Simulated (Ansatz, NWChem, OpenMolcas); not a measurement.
# Errors in the dipole moment

6 molecules of light elements (H to F); the dipole moment in D, computed less measured. Shapes, held fixed at every level: PBE0-D4/def2-TZVP. No vibrational averaging. Dipoles are compared by magnitude; molecules under 1 D, whose direction can flip, are left out. Programs: Ansatz 0.2.0, NWChem 7.3.0, OpenMolcas 26.06. A level may come from different programs for different species; with the same settings they agree closely. Measured values: NIST CCCBDB.

Levels: A = HF/def2-SVP; B = B3LYP/6-31G* (spherical functions); C = PBE0/def2-SVP.

```
               molecule  measured      A      B      C
    H2CO (formaldehyde)      2.33  +0.40  -0.19  -0.14
 CHFO (formyl fluoride)      2.02  +0.44  -0.05  -0.01
       C2H2O (ethenone)      1.42  +0.26  -0.02  -0.07
CH2F2 (difluoromethane)      1.97  +0.30  -0.28  -0.11
   CH3F (fluoromethane)      1.85  +0.29  -0.16  -0.04
C3H6O (propylene oxide)      2.01  +0.37  -0.08  -0.04
```

Task: Which level does best on this set, which worst, and which err to one side?

Result: 
| level | kind | mean error | mean absolute error | worst case |
| --- | --- | --- | --- | --- |
| HF/def2-SVP | Hartree–Fock | +0.343 | 0.343 | CHFO |
| B3LYP/6-31G* (spherical functions) | global hybrid | -0.130 | 0.130 | CH2F2 |
| PBE0/def2-SVP | global hybrid | -0.068 | 0.068 | H2CO |

On this set PBE0/def2-SVP has the smallest mean absolute error and HF/def2-SVP the largest. HF/def2-SVP is too high in 6 of 6; B3LYP/6-31G* (spherical functions) is too low in 6 of 6; PBE0/def2-SVP is too low in 6 of 6. The set is small.
